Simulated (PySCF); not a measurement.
A species of formula C4H12P2 has this rotational fingerprint, computed with PBE0-D3(BJ)/def2-SVP geometry optimisation, gas phase (PySCF):

* Rotational constants: A = 3035, B = 1730, C = 1286 MHz
* Dipole components: |μa| = 0.00 D, |μb| = 0.04 D, |μc| = 0.00 D
* Inertial defect: -65.77 u·Å²
* κ: -0.49

Question: Which candidate fits, each taken in the one conformer that was computed?
A. `[CH3:1][P:2]([CH3:3])[P:4]([CH3:5])[CH3:6]` with C1–P2–P4–C5 -178°
B. `[CH3:1][C:2]([CH3:3])([CH3:4])[PH:5][PH2:6]` with C2–P5–P6–H -157° and 110°

Answer: A. It is CP(C)P(C)C, an asymmetric top. The candidates at the same level (rigid rotor, commonest isotopes):

```csv
SMILES,A (MHz),B (MHz),C (MHz),μa (D),μb (D),μc (D),Δ (u·Å²),point group,rotor
CC(C)(C)PP,3421,1431,1323,0.68,0.23,0.17,-118.85,C1,asymmetric top
CP(C)P(C)C,3035,1730,1286,0.00,0.04,0.00,-65.77,–,asymmetric top
```

`CC(C)(C)PP` has B 17 % too low. No structure here is proved a minimum.
